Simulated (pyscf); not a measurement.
A first-order saddle from PySCF, ωB97X-D3(BJ)/def2-SVP:

```xyz
7

N      0.1539     1.3729    -0.0653
Si     0.0698    -0.1882    -0.0908
Cl    -1.9546    -1.3586     0.1821
H     -0.2175     2.1155     0.5084
H      0.7299    -1.0480    -1.0753
F      0.2720    -1.2091     1.4192
H     -0.8234    -1.5644     1.2133
```
Charge 0, spin multiplicity 1.

Surface: singlet, charge 0. Lowest wavenumbers (cm⁻¹): 737i, 187, 288, 371, 440.

Problem. What reaction is this the transition state of?

Solution. `[NH]=[SiH][Cl]` + `[FH]` ⇌ `[NH]=[SiH][F]` + `[ClH]`, a four-centre exchange read from left to right: Cl–Si, F–H broken and F–Si, Cl–H formed. At CCSD(T)/def2-TZVPP + ΔMP2(QZVPP) it lies +9.5 kcal/mol from the left side and +18.3 kcal/mol from the right (each side as separated species at their lowest minima found). On the reactant side the descent ends in a complex, 4.5 kcal/mol under the separated species and 11.3 kcal/mol under the saddle at ωB97X-D3(BJ)/def2-TZVP. On the product side the descent ends in a complex, 4.4 kcal/mol under the separated species and 19.0 kcal/mol under the saddle at ωB97X-D3(BJ)/def2-TZVP. At ωB97X-D3(BJ) the barrier from the zero used here is 6.9 kcal/mol. HN=SiH–Cl lies 26.4 kcal/mol over its isomer H₂N–Si:–Cl [singlet] (electronic energy, ωB97M-D3(BJ)). HN=SiH–F lies 25.8 kcal/mol over its isomer H₂N–Si:–F [singlet] (electronic energy, ωB97M-D3(BJ)). This is the saddle that the search found; another between the same sides may lie lower. The CCSD(T) − MP2 part came from Ansatz, without density fitting, on the same reference.
